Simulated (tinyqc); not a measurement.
Extended Hueckel theory, for BH, step by step. One step of it, computed by the program tinyqc.

Question. Mulliken analysis. P = C n C^T; charge = valence electrons (B 3, H 1) minus the sum of (P S)_ii on the atom; overlap population = 2 sum P_ij S_ij between two atoms.

coefficients:
```
             MO1        MO2        MO3       MO4        MO5
1B 2s   0.692258   0.632747   0.000000  0.000000  -0.660701
1B 2px  0.000000   0.000000  -0.311228  0.950335   0.000000
1B 2py  0.000000   0.000000   0.950335  0.311228   0.000000
1B 2pz  0.013626  -0.546138   0.000000  0.000000  -1.055935
2H 1s   0.479797  -0.552467   0.000000  0.000000   1.092768
```

occupations: 2.000000  2.000000  0.000000  0.000000  0.000000

overlap S, lower triangle:
```
           1B 2s    1B 2px    1B 2py    1B 2pz     2H 1s
1B 2s   1.000000
1B 2px  0.000000  1.000000
1B 2py  0.000000  0.000000  1.000000
1B 2pz  0.000000  0.000000  0.000000  1.000000
2H 1s   0.427518  0.000000  0.000000  0.488926  1.000000
```

Give: charges; Overlap populations.

Answer.

charges: 1B 0.357, 2H -0.357

Overlap populations:
```
pair     value
2-1   0.573064
```
